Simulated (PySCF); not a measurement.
# P, P⁺: ionisation energy in pcseg-2

Each state of phosphorus is computed at each level; their differences give the ionisation energy. How far do the methods differ?

Program: PySCF 2.14.0. Level of theory: unrestricted determinants in a Gaussian basis, no spin-orbit coupling in the energies. These are calculated values, not measurements, unless marked.

**1. Starting point**

| Quantity | Value |
| --- | --- |
| Element | phosphorus (Z = 15) |
| Basis | pcseg-2 |
| Hamiltonian | no relativity, point nucleus |
| State 1 | P: [Ne] 3s2 3p3, high-spin 4S determinant |
| State 2 | P⁺: [Ne] 3s2 3p2, high-spin 3P determinant |
| Methods | UHF, B3LYP, M06-2X, MP2, CCSD(T) |
| Core shells frozen in the correlated runs | valence: [Ne] (for P) |

Outer shells as boxes (Hund's rule):

P [Ne] 3s2 3p3
```
[Ne] core
3s [↑↓]
3p [↑ ][↑ ][↑ ]
```

P+ [Ne] 3s2 3p2
```
[Ne] core
3s [↑↓]
3p [↑ ][↑ ][  ]
```

The runs were made by one driver on top of PySCF. The scripts below sum up each run's settings (the driver also hands on starting orbitals that pick excited configurations, and frozen orbitals as a list rather than a count), and the logs come from the driver's own runs. The driver starts from symmetry-adapted Hartree-Fock orbitals, holds the occupation by maximum overlap and uses a logarithmic radial grid for functionals, so a plain start would take other cycles.

The driver's launch:

```bash
$ OMP_NUM_THREADS=1 python atomrun2.py TASK.json OUT
```

The integrals over 34 functions and the set-up took 0.05 s of CPU time.

**2. P**

**UHF**

Contents of input.py:

```python
from pyscf import gto, scf, dft, mp, cc
import basis_set_exchange as bse
mol = gto.M(atom="P 0 0 0", charge=0, spin=3, symmetry="D2h",
            basis=gto.basis.parse(bse.get_basis("pcseg-2", elements=["P"], fmt="nwchem", header=False)))
mf = scf.UHF(mol)
mf.irrep_nelec = {'Ag': (3, 3), 'B1u': (2, 1), 'B2u': (2, 1), 'B3u': (2, 1)}
mf.kernel()
```

The program printed:

```text
damping factor = 0
level_shift factor = 0
DIIS = <class 'pyscf.scf.diis.CDIIS'>
diis_start_cycle = 1
diis_space = 10
diis_damp = 0
SCF conv_tol = 1e-09
SCF conv_tol_grad = None
number electrons alpha = 9  beta = 6
cycle= 1 E= -340.709212731431  delta_E= -4.32e-12  |g|= 5.92e-07  |ddm|= 6.13e-06
converged SCF energy = -340.709212731431  <S^2> = 3.7500727  2S+1 = 4.0000364
```

It took 0.08 s on 1 thread of Neoverse-V1, shared host, the integrals not counted.

Orbital energies by shell (radii are means over both spins):

```csv
shell,electrons,mean orbital energy (eV),spread (eV),rms radius (bohr)
1s α,1,-2174.9,0,0.120
1s β,1,-2174.4,0,0.120
2s α,1,-204.38,0,0.563
2s β,1,-203.76,0,0.563
2p α,3,-147.25,0,0.540
2p β,3,-146.14,0,0.540
3s α,1,-22.732,0,2.09
3s β,1,-15.173,0,2.09
3p α,3,-10.664,0,2.53
```

⟨S²⟩ = 3.750, ⟨L²⟩ = 0.00.

**B3LYP**

Changes to input.py:

```diff
@@ -4,3 +4,3 @@
             basis=gto.basis.parse(bse.get_basis("pcseg-2", elements=["P"], fmt="nwchem", header=False)))
-mf = scf.UHF(mol)
+mf = dft.UKS(mol, xc="B3LYP")
 mf.irrep_nelec = {'Ag': (3, 3), 'B1u': (2, 1), 'B2u': (2, 1), 'B3u': (2, 1)}
```

The program printed:

```text
damping factor = 0
level_shift factor = 0
DIIS = <class 'pyscf.scf.diis.CDIIS'>
diis_start_cycle = 1
diis_space = 10
diis_damp = 0
SCF conv_tol = 1e-09
SCF conv_tol_grad = None
number electrons alpha = 9  beta = 6
XC functionals = B3LYP
    P. J. Stephens, F. J. Devlin, C. F. Chabalowski, and M. J. Frisch.,  J. Phys. Chem. 98, 11623 (1994)
cycle= 1 E= -341.288875161756  delta_E= -0.00411  |g|= 0.0167  |ddm|= 0.116
cycle= 2 E= -341.288952827543  delta_E= -7.77e-05  |g|= 0.00294  |ddm|= 0.0294
cycle= 3 E= -341.288958632753  delta_E= -5.81e-06  |g|= 0.00106  |ddm|= 0.0082
cycle= 4 E= -341.288959130696  delta_E= -4.98e-07  |g|= 6.58e-05  |ddm|= 0.0018
cycle= 5 E= -341.28895913323  delta_E= -2.53e-09  |g|= 1.06e-06  |ddm|= 0.000141
cycle= 6 E= -341.288959133231  delta_E= -1.36e-12  |g|= 8e-08  |ddm|= 4.91e-06
converged SCF energy = -341.288959133231  <S^2> = 3.750174  2S+1 = 4.000087
```

Time after the integrals: 0.23 s (1 thread of Neoverse-V1, shared host).

**M06-2X**

Changes to input.py:

```diff
@@ -4,3 +4,3 @@
             basis=gto.basis.parse(bse.get_basis("pcseg-2", elements=["P"], fmt="nwchem", header=False)))
-mf = dft.UKS(mol, xc="B3LYP")
+mf = dft.UKS(mol, xc="M062X")
 mf.irrep_nelec = {'Ag': (3, 3), 'B1u': (2, 1), 'B2u': (2, 1), 'B3u': (2, 1)}
```

The program printed:

```text
damping factor = 0
level_shift factor = 0
DIIS = <class 'pyscf.scf.diis.CDIIS'>
diis_start_cycle = 1
diis_space = 10
diis_damp = 0
SCF conv_tol = 1e-09
SCF conv_tol_grad = None
number electrons alpha = 9  beta = 6
XC functionals = M062X
    Y. Zhao and D. G. Truhlar.,  Theor. Chem. Acc. 120, 215 (2008)
    Y. Zhao and D. G. Truhlar.,  Theor. Chem. Acc. 120, 215 (2008)
cycle= 1 E= -341.247815929006  delta_E= -0.00311  |g|= 0.00884  |ddm|= 0.0998
cycle= 2 E= -341.247868266246  delta_E= -5.23e-05  |g|= 0.00184  |ddm|= 0.0291
cycle= 3 E= -341.247870554528  delta_E= -2.29e-06  |g|= 0.000584  |ddm|= 0.00384
cycle= 4 E= -341.247870711143  delta_E= -1.57e-07  |g|= 8.74e-05  |ddm|= 0.00132
cycle= 5 E= -341.247870716155  delta_E= -5.01e-09  |g|= 9.21e-06  |ddm|= 0.000222
cycle= 6 E= -341.247870716268  delta_E= -1.13e-10  |g|= 8.92e-07  |ddm|= 4.09e-05
converged SCF energy = -341.247870716268  <S^2> = 3.7513888  2S+1 = 4.0006943
```

Time after the integrals: 0.43 s (1 thread of Neoverse-V1, shared host).

**MP2 (valence)**

Changes to input.py:

```diff
@@ -4,4 +4,5 @@
             basis=gto.basis.parse(bse.get_basis("pcseg-2", elements=["P"], fmt="nwchem", header=False)))
-mf = dft.UKS(mol, xc="M062X")
+mf = scf.UHF(mol)
 mf.irrep_nelec = {'Ag': (3, 3), 'B1u': (2, 1), 'B2u': (2, 1), 'B3u': (2, 1)}
 mf.kernel()
+mp.UMP2(mf, frozen=5).kernel()
```

This step left no log, only its results.

It took 0.01 s on 1 thread of Neoverse-V1, shared host, the integrals not counted.

With 5 electrons correlated, the MP2 correlation energy is -0.07524 hartree (-0.01947 same spin, -0.05576 opposite spin); the SCS form gives -0.07341. Largest pairs of shells: 3s-3p -0.0493, 3p-3p -0.0157, 3s-3s -0.0102.

**CCSD(T) (valence)**

Changes to input.py:

```diff
@@ -7,2 +7,3 @@
 mf.kernel()
-mp.UMP2(mf, frozen=5).kernel()
+mycc = cc.CCSD(mf, frozen=5).run()
+mycc.ccsd_t()
```

The program printed:

```text
CC2 = 0
CCSD nocc = (np.int64(4), np.int64(1)), nmo = (29, 29)
frozen orbitals [[0, 1, 2, 3, 4], [0, 1, 2, 3, 4]]
max_cycle = 100
direct = 0
conv_tol = 1e-08
conv_tol_normt = 1e-06
diis_space = 8
diis_start_cycle = 0
Init t2, MP2 energy = -0.075237091139073
Init E_corr(UCCSD) = -0.0752370911392842
cycle = 1  E_corr(UCCSD) = -0.0881803142856671  dE = -0.0129432231  norm(t1,t2) = 0.0415711
cycle = 2  E_corr(UCCSD) = -0.0909357594009721  dE = -0.00275544512  norm(t1,t2) = 0.0118254
cycle = 3  E_corr(UCCSD) = -0.092012687124307  dE = -0.00107692772  norm(t1,t2) = 0.00402027
cycle = 4  E_corr(UCCSD) = -0.0920007368326818  dE = 1.19502916e-05  norm(t1,t2) = 0.000439194
cycle = 5  E_corr(UCCSD) = -0.0920010088147486  dE = -2.71982067e-07  norm(t1,t2) = 5.27953e-05
cycle = 6  E_corr(UCCSD) = -0.0920007078346588  dE = 3.0098009e-07  norm(t1,t2) = 1.02954e-05
cycle = 7  E_corr(UCCSD) = -0.0920009033816369  dE = -1.95546978e-07  norm(t1,t2) = 2.52464e-06
cycle = 8  E_corr(UCCSD) = -0.0920008160650914  dE = 8.73165455e-08  norm(t1,t2) = 3.05902e-07
cycle = 9  E_corr(UCCSD) = -0.0920008264247089  dE = -1.03596174e-08  norm(t1,t2) = 5.43046e-08
cycle = 10  E_corr(UCCSD) = -0.0920008322592932  dE = -5.83458433e-09  norm(t1,t2) = 2.24723e-08
UCCSD converged
E(UCCSD) = -340.8012135636906  E_corr = -0.0920008322592932
UCCSD(T) correction = -0.00281028382109205
```

It took 0.36 s on 1 thread of Neoverse-V1, shared host, the integrals not counted.

CCSD correlation -0.09200 hartree, triples -0.00281; total -340.804024. T1 = 0.007, largest double amplitude 0.055.

Radial density 4πr²ρ of P at UHF:

```csv
r (bohr),density,spin density
0.00223,0.128,0.000
0.00376,0.346,0.000
0.00632,0.909,0.000
0.0106,2.26,0.000
0.0179,5.15,0.000
0.0301,10.1,0.001
0.0506,15.6,0.007
0.0851,16.6,0.032
0.143,11.8,0.115
0.241,12.6,0.244
0.405,15.8,0.184
0.681,7.23,0.001
1.15,2.24,0.705
1.93,2.51,1.429
3.24,0.783,0.571
5.45,0.0451,0.041
9.17,4.81e-05,0.000
```

**3. P⁺: the ladder of methods**

**UHF**

Contents of input.py:

```python
from pyscf import gto, scf, dft, mp, cc
import basis_set_exchange as bse
mol = gto.M(atom="P 0 0 0", charge=1, spin=2, symmetry="D2h",
            basis=gto.basis.parse(bse.get_basis("pcseg-2", elements=["P"], fmt="nwchem", header=False)))
mf = scf.UHF(mol)
mf.irrep_nelec = {'Ag': (3, 3), 'B1u': (2, 1), 'B2u': (2, 1), 'B3u': (1, 1)}
mf.kernel()
```

The program printed:

```text
damping factor = 0
level_shift factor = 0
DIIS = <class 'pyscf.scf.diis.CDIIS'>
diis_start_cycle = 1
diis_space = 10
diis_damp = 0
SCF conv_tol = 1e-09
SCF conv_tol_grad = None
number electrons alpha = 8  beta = 6
cycle= 1 E= -340.343712395704  delta_E= -0.00387  |g|= 0.0243  |ddm|= 0.0617
cycle= 2 E= -340.344280543178  delta_E= -0.000568  |g|= 0.00977  |ddm|= 0.0231
cycle= 3 E= -340.344388592155  delta_E= -0.000108  |g|= 0.000418  |ddm|= 0.0151
cycle= 4 E= -340.344388738298  delta_E= -1.46e-07  |g|= 6.19e-05  |ddm|= 0.000821
cycle= 5 E= -340.344388743376  delta_E= -5.08e-09  |g|= 1.27e-05  |ddm|= 0.000231
cycle= 6 E= -340.344388743595  delta_E= -2.19e-10  |g|= 1.99e-06  |ddm|= 5.67e-05
converged SCF energy = -340.344388743595  <S^2> = 2.0104505  2S+1 = 3.0069589
```

It took 0.1 s on 1 thread of Neoverse-V1, shared host, the integrals not counted.

The occupied shells:

```csv
shell,electrons,mean orbital energy (eV),spread (eV),rms radius (bohr)
1s α,1,-2186.0,0,0.120
1s β,1,-2185.6,0,0.120
2s α,1,-215.25,0,0.563
2s β,1,-214.74,0,0.563
2p α,3,-158.00,0.448,0.540
2p β,3,-157.11,0.558,0.540
3s α,1,-30.931,0,2.00
3s β,1,-25.416,0,2.00
3p α,2,-19.707,0,2.30
```

⟨S²⟩ = 2.010, ⟨L²⟩ = 2.03.

**B3LYP**

Changes to input.py:

```diff
@@ -4,3 +4,3 @@
             basis=gto.basis.parse(bse.get_basis("pcseg-2", elements=["P"], fmt="nwchem", header=False)))
-mf = scf.UHF(mol)
+mf = dft.UKS(mol, xc="B3LYP")
 mf.irrep_nelec = {'Ag': (3, 3), 'B1u': (2, 1), 'B2u': (2, 1), 'B3u': (1, 1)}
```

The program printed:

```text
damping factor = 0
level_shift factor = 0
DIIS = <class 'pyscf.scf.diis.CDIIS'>
diis_start_cycle = 1
diis_space = 10
diis_damp = 0
SCF conv_tol = 1e-09
SCF conv_tol_grad = None
number electrons alpha = 8  beta = 6
XC functionals = B3LYP
    P. J. Stephens, F. J. Devlin, C. F. Chabalowski, and M. J. Frisch.,  J. Phys. Chem. 98, 11623 (1994)
cycle= 1 E= -340.906845992523  delta_E= -0.00499  |g|= 0.0188  |ddm|= 0.112
cycle= 2 E= -340.90693775002  delta_E= -9.18e-05  |g|= 0.00356  |ddm|= 0.0166
cycle= 3 E= -340.906941157232  delta_E= -3.41e-06  |g|= 0.000555  |ddm|= 0.00208
cycle= 4 E= -340.906941435359  delta_E= -2.78e-07  |g|= 9.69e-05  |ddm|= 0.00083
cycle= 5 E= -340.906941438967  delta_E= -3.61e-09  |g|= 1.84e-06  |ddm|= 0.000167
cycle= 6 E= -340.906941438969  delta_E= -2.27e-12  |g|= 6.28e-08  |ddm|= 4.8e-06
converged SCF energy = -340.906941438969  <S^2> = 2.0031065  2S+1 = 3.0020703
```

Time after the integrals: 0.22 s (1 thread of Neoverse-V1, shared host).

**M06-2X**

Changes to input.py:

```diff
@@ -4,3 +4,3 @@
             basis=gto.basis.parse(bse.get_basis("pcseg-2", elements=["P"], fmt="nwchem", header=False)))
-mf = dft.UKS(mol, xc="B3LYP")
+mf = dft.UKS(mol, xc="M062X")
 mf.irrep_nelec = {'Ag': (3, 3), 'B1u': (2, 1), 'B2u': (2, 1), 'B3u': (1, 1)}
```

The program printed:

```text
damping factor = 0
level_shift factor = 0
DIIS = <class 'pyscf.scf.diis.CDIIS'>
diis_start_cycle = 1
diis_space = 10
diis_damp = 0
SCF conv_tol = 1e-09
SCF conv_tol_grad = None
number electrons alpha = 8  beta = 6
XC functionals = M062X
    Y. Zhao and D. G. Truhlar.,  Theor. Chem. Acc. 120, 215 (2008)
    Y. Zhao and D. G. Truhlar.,  Theor. Chem. Acc. 120, 215 (2008)
cycle= 1 E= -340.867906349886  delta_E= -0.00386  |g|= 0.0103  |ddm|= 0.0977
cycle= 2 E= -340.867978416975  delta_E= -7.21e-05  |g|= 0.00231  |ddm|= 0.0197
cycle= 3 E= -340.86798219452  delta_E= -3.78e-06  |g|= 0.000464  |ddm|= 0.00326
cycle= 4 E= -340.867982403876  delta_E= -2.09e-07  |g|= 4.08e-05  |ddm|= 0.000838
cycle= 5 E= -340.867982405247  delta_E= -1.37e-09  |g|= 6.33e-06  |ddm|= 6.15e-05
cycle= 6 E= -340.867982405263  delta_E= -1.64e-11  |g|= 6.54e-07  |ddm|= 1.28e-05
converged SCF energy = -340.867982405263  <S^2> = 2.0027241  2S+1 = 3.0018155
```

It took 0.37 s on 1 thread of Neoverse-V1, shared host, the integrals not counted.

**MP2 (valence)**

Changes to input.py:

```diff
@@ -4,4 +4,5 @@
             basis=gto.basis.parse(bse.get_basis("pcseg-2", elements=["P"], fmt="nwchem", header=False)))
-mf = dft.UKS(mol, xc="M062X")
+mf = scf.UHF(mol)
 mf.irrep_nelec = {'Ag': (3, 3), 'B1u': (2, 1), 'B2u': (2, 1), 'B3u': (1, 1)}
 mf.kernel()
+mp.UMP2(mf, frozen=5).kernel()
```

No log was kept for this step.

It took 0.01 s on 1 thread of Neoverse-V1, shared host, the integrals not counted.

With 4 electrons correlated, the MP2 correlation energy is -0.05918 hartree (-0.00961 same spin, -0.04957 opposite spin); the SCS form gives -0.06269. Largest pairs of shells: 3s-3p -0.0367, 3s-3s -0.0166, 3p-3p -0.0059.

**CCSD(T) (valence)**

Changes to input.py:

```diff
@@ -7,2 +7,3 @@
 mf.kernel()
-mp.UMP2(mf, frozen=5).kernel()
+mycc = cc.CCSD(mf, frozen=5).run()
+mycc.ccsd_t()
```

The program printed:

```text
CC2 = 0
CCSD nocc = (np.int64(3), np.int64(1)), nmo = (29, 29)
frozen orbitals [[0, 1, 2, 3, 4], [0, 1, 2, 3, 4]]
max_cycle = 100
direct = 0
conv_tol = 1e-08
conv_tol_normt = 1e-06
diis_space = 8
diis_start_cycle = 0
Init t2, MP2 energy = -0.0591784124188551
Init E_corr(UCCSD) = -0.0591784124215853
cycle = 1  E_corr(UCCSD) = -0.072533056488162  dE = -0.0133546441  norm(t1,t2) = 0.0484923
cycle = 2  E_corr(UCCSD) = -0.0762924800728666  dE = -0.00375942358  norm(t1,t2) = 0.0187085
cycle = 3  E_corr(UCCSD) = -0.078582534086933  dE = -0.00229005401  norm(t1,t2) = 0.0085517
cycle = 4  E_corr(UCCSD) = -0.0785724585079516  dE = 1.0075579e-05  norm(t1,t2) = 0.00146476
cycle = 5  E_corr(UCCSD) = -0.0785854241891209  dE = -1.29656812e-05  norm(t1,t2) = 0.000211623
cycle = 6  E_corr(UCCSD) = -0.0785815737964892  dE = 3.85039263e-06  norm(t1,t2) = 3.88067e-05
cycle = 7  E_corr(UCCSD) = -0.0785831963803851  dE = -1.6225839e-06  norm(t1,t2) = 5.74418e-06
cycle = 8  E_corr(UCCSD) = -0.0785828410643118  dE = 3.55316073e-07  norm(t1,t2) = 1.2884e-06
cycle = 9  E_corr(UCCSD) = -0.0785828436160859  dE = -2.5517741e-09  norm(t1,t2) = 1.74814e-07
UCCSD converged
E(UCCSD) = -340.4229715872111  E_corr = -0.07858284361608588
UCCSD(T) correction = -0.00195483706902477
```

Time after the integrals: 0.3 s (1 thread of Neoverse-V1, shared host).

CCSD correlation -0.07858 hartree, triples -0.00195; total -340.424926. T1 = 0.009, largest double amplitude 0.103.

Radial density 4πr²ρ of P⁺ at UHF:

```csv
r (bohr),density,spin density
0.00223,0.129,0.000
0.00376,0.347,0.000
0.00632,0.909,0.000
0.0106,2.26,0.000
0.0179,5.15,0.000
0.0301,10.1,0.002
0.0506,15.6,0.006
0.0851,16.6,0.026
0.143,11.8,0.093
0.241,12.6,0.198
0.405,15.8,0.148
0.681,7.23,0.003
1.15,2.20,0.579
1.93,2.15,1.048
3.24,0.475,0.305
5.45,0.0133,0.010
9.17,1.12e-05,0.000
```

**4. How the shells move**

Highest occupied Hartree-Fock shell of each state: P 3p α at -10.664 eV; P⁺ 3p α at -19.707 eV.

**5. The energy differences**

Ionisation energy: P [Ne] 3s2 3p3 (4S) → P⁺ [Ne] 3s2 3p2 (3P).

```csv
method,value (eV),error (eV),"CPU time, both states (s)"
UHF,9.927,-0.598,0.18
B3LYP,10.395,-0.131,0.45
M06-2X,10.337,-0.189,0.8
MP2 (valence),10.364,-0.161,0.2
SCS-MP2 (valence),10.219,-0.307,0.2
CCSD (valence),10.292,-0.233,
CCSD(T) (valence),10.316,-0.210,0.84
```

Reference: 10.526 eV (measured; NIST levels, between the centres of gravity of the two terms). Errors of the correlated levels include the incompleteness of this basis.

Times are CPU seconds on a shared host without the integrals; correlated rows include their Hartree-Fock run, whose time holds the symmetry-adapted start and any spin-orbit constants, while functionals begin from orbitals already made.

**6. Results**

```
            quantity                                                     value
ionisation energy, P  UHF 9.927, CCSD(T) (valence) 10.316 eV; reference 10.526
```

Each level's miss and price (over 1 difference):

```csv
method,mean absolute miss against the measured value (with the measured fine structure taken into account where it is known) (eV),"CPU time, both states (s)"
UHF,0.598,0.18
B3LYP,0.131,0.45
M06-2X,0.189,0.8
MP2 (valence),0.161,0.2
SCS-MP2 (valence),0.307,0.2
CCSD (valence),0.233,
CCSD(T) (valence),0.210,0.84
```

**Reading.** Against experiment B3LYP comes closest (off by 0.13 eV) and UHF is farthest (0.60 eV). Hartree-Fock falls short because the species with more electrons holds more correlation energy, which it lacks. All values hold for this basis alone; no basis-set limit was taken. The dearest level timed, CCSD(T) (valence), costs 4.7 times the cheapest, UHF, and differs from the measured value (with the measured fine structure taken into account where it is known) by 0.21 against 0.60 eV.
